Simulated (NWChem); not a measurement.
System: methanol (CH₄O); SMILES CO

Program: NWChem. Pople sets run with spherical d functions. The level has its own optimisation; frequencies are unscaled.

**Question.** Estimate the computed values for B3LYP/6-31G*. Quantities: r C–O (Å); r H–O (Å); highest harmonic frequency (cm⁻¹); lowest (cm⁻¹); zero-point energy (kcal/mol); dipole (D).

**Answer.** The r C–O (Å) comes out as 1.417. The r H–O (Å) is 0.969, the highest harmonic frequency (cm⁻¹) comes out as 3751 and the lowest (cm⁻¹) is 346. The zero-point energy (kcal/mol) is 32.3 and the dipole (D) is 1.68.
